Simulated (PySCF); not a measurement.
Dimethyl ether, C2H6O, SMILES COC, point group C2v.

Force field and properties: B3LYP/pcSseg-1 (PySCF, grid level 2). Vibrational terms come from second-order perturbation theory with semi-diagonal cubic constants, by steps of ±0.6 along the normal coordinates of each isotopologue. The parent has the commonest isotopes.

Equilibrium geometry (Å):

```
atom        x        y        z
  C1  -1.1650  -0.0335   0.0832
  O2   0.0309   0.2214   0.7851
  C3   1.1798   0.0632  -0.0167
  H4  -1.2017  -1.0677  -0.2993
  H5  -1.9915   0.1137   0.7836
  H6  -1.2933   0.6553  -0.7692
  H7   1.2681  -0.9655  -0.4057
  H8   1.1789   0.7582  -0.8737
  H9   2.0480   0.2789   0.6119
```

Problem. Give the equilibrium and ground-state rotational constants (MHz) of parent; ²H at 4; ²H at 5; ¹³C at 1, ²H at 5; ¹³C at 1; ¹⁸O at 2.

Solution. 
```json
{"species": "parent", "Ae": "39415", "Be": "9957.8", "Ce": "8846.4", "A0": "39303", "B0": "9809.2", "C0": "8731", "Δ0 (u Å²)": "-6.496", "harmonic ZPE (cm⁻¹)": "17388"}
{"species": "²H at 4", "Ae": "35271", "Be": "9537.3", "Ce": "8489.8", "A0": "35156", "B0": "9397.6", "C0": "8380.3", "Δ0 (u Å²)": "-7.847", "harmonic ZPE (cm⁻¹)": "16694"}
{"species": "²H at 5", "Ae": "38883", "Be": "9221.9", "Ce": "8237.1", "A0": "38721", "B0": "9091.8", "C0": "8135.7", "Δ0 (u Å²)": "-6.519", "harmonic ZPE (cm⁻¹)": "16676"}
{"species": "¹³C at 1, ²H at 5", "Ae": "38663", "Be": "9016.7", "Ce": "8063.6", "A0": "38506", "B0": "8890.3", "C0": "7964.7", "Δ0 (u Å²)": "-6.518", "harmonic ZPE (cm⁻¹)": "16634"}
{"species": "¹³C at 1", "Ae": "39242", "Be": "9698.6", "Ce": "8632.9", "A0": "39132", "B0": "9555", "C0": "8520.8", "Δ0 (u Å²)": "-6.495", "harmonic ZPE (cm⁻¹)": "17349"}
{"species": "¹⁸O at 2", "Ae": "37794", "Be": "9957.8", "Ce": "8762", "A0": "37709", "B0": "9811", "C0": "8650.3", "Δ0 (u Å²)": "-6.490", "harmonic ZPE (cm⁻¹)": "17349"}
```

Δ0 = Ic − Ia − Ib from the ground-state constants.

Problem. How is the parent's vibrational correction B0 − Be made up?

Solution. 
```tsv
axis	harmonic	Coriolis	cubic	total (MHz)
a	166	-264	-14.6	-112
b	20.5	-15.1	-154	-149
c	12.3	-8.49	-119	-115
```

Problem. And its quartic centrifugal distortion constants from the harmonic force field?

Solution. Asymmetric top, A reduction, Ir representation: ΔJ = 8.96 kHz, ΔJK = -31.4 kHz, ΔK = 354 kHz, δJ = 1.7 kHz, δK = -10.6 kHz.

A mode lies under 250 cm⁻¹, where this perturbation treatment is rough. Internal rotors are held in one well.
